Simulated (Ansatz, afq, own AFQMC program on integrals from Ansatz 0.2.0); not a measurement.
## Atomization energy of NO, quartet

```xyz
2

N     0.0000    0.0000    0.0000
O     0.0000    0.0000    1.4028
```

Atoms in their ground-state spins without spin–orbit coupling (mostly on UHF) minus the molecule (UHF), without zero-point energy. The geometry is a stationary point, not shown to be a minimum.

Basis 6-31G. Only valence electrons are correlated. Ansatz 0.2.0 and our own AFQMC program on the same integrals; the CISD trial comes from CCSD amplitudes, and released means the phaseless constraint is let go. Free AFQMC starts from the CCSD state and is never constrained. Its projection time is finite, and what remains of the start isn't in its error. Uncertainties: one standard error, sampling alone. The errors of all members are added in quadrature.

Full CI on the same integrals is exact in this basis and with this determinant's frozen core.

Errors are counted within 6-31G, not against nature.

Cautions: NO (quartet): lower spins were not checked, the ph-AFQMC/HF walk drifts between its halves (2.1 errors).

```csv
level,atomization energy (kcal/mol)
HF,-39.0
CCSD,4.6
```

From these cheaper values, estimate the atomization energy at the reference level in 6-31G.

7.2 kcal/mol (full CI in 6-31G).

```json
{"level": "MP2", "atomization energy (kcal/mol)": "2.1", "error against FCI (kcal/mol)": "-5.0"}
{"level": "CCSD(T)", "atomization energy (kcal/mol)": "6.4", "error against FCI (kcal/mol)": "-0.7"}
{"level": "CCSDT", "atomization energy (kcal/mol)": "6.9", "error against FCI (kcal/mol)": "-0.3"}
{"level": "CCSDT(Q)", "atomization energy (kcal/mol)": "7.2", "error against FCI (kcal/mol)": "0.0"}
{"level": "CCSDTQ", "atomization energy (kcal/mol)": "7.1", "error against FCI (kcal/mol)": "0.0"}
{"level": "ph-AFQMC/HF", "atomization energy (kcal/mol)": "5.1 ± 0.9", "error against FCI (kcal/mol)": "-2.0 ± 0.9"}
{"level": "ph-AFQMC/CISD", "atomization energy (kcal/mol)": "6.8 ± 0.1", "error against FCI (kcal/mol)": "-0.3 ± 0.1"}
{"level": "released AFQMC", "atomization energy (kcal/mol)": "7.0 ± 0.2", "error against FCI (kcal/mol)": "-0.2 ± 0.2"}
{"level": "free AFQMC", "atomization energy (kcal/mol)": "6.8 ± 0.1", "error against FCI (kcal/mol)": "-0.3 ± 0.1"}
```

Correlation beyond CCSD(T) adds 0.7 kcal/mol. The perturbative (T) step is worth +1.8 kcal/mol.

CCSDT and higher add their correlation energy to the determinant of the CCSD(T) run, since their own runs factorise the integrals more tightly (a shift of under 2 meV). Free projections are given only where their last times agree within the noise and don't stop above the reference; a slow remainder of the start can still hide under it. Released energies are given only where the last usable release times agree within the noise; a slower fall can still hide under it.
